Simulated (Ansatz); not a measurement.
# Al2O: the cost of one run

Method: def2-TZVPP, core rule «outside noble gas», up to 11 orbitals frozen; program: Ansatz 0.2.0, Gaussian basis.

To be run: UHF; ROHF; CCSD(T) on UHF.

2 further runs of the same task are left out: 2 set aside as unsound or not needed.

### 1 What is computed

The geometry is a PBE0/def2-TZVP stationary point (not a proven minimum).

3 atoms, charge 0, spin multiplicity 3.

Atoms are counted from 1 here; the program's logs count them from 0.

Bond lengths: Al1–O2 1.699 Å, O2–Al3 1.699 Å. Angles: Al1–O2–Al3 180.0°.

### 2 UHF

in.yaml reads:

```yaml
crystal:
  periodic: [false, false, false]
  atoms:
    - {symbol: Al, position_ang: [0.000000, 0.000000, 1.699100]}
    - {symbol: O, position_ang: [0.000000, 0.000000, 0.000000]}
    - {symbol: Al, position_ang: [0.000000, 0.000000, -1.699100]}
basis:
  gaussian: {orbitals: def2-TZVPP}
magnetization: {spin_polarized: true, initial_magnetization: 2}
hamiltonian: {xc: hf}
output: {orbitals: {seedname: orbitals}}
```

On the command line:

```sh
$ ansatz run in.yaml --threads 1 --pin off --events-out ev --progress --plain --max-ram 4096MiB --backend cpu
```

What time and memory should one allow on 1 thread of AMD EPYC 7R13, shared host?

About 7.5 s, with a peak of 0.31 GiB.
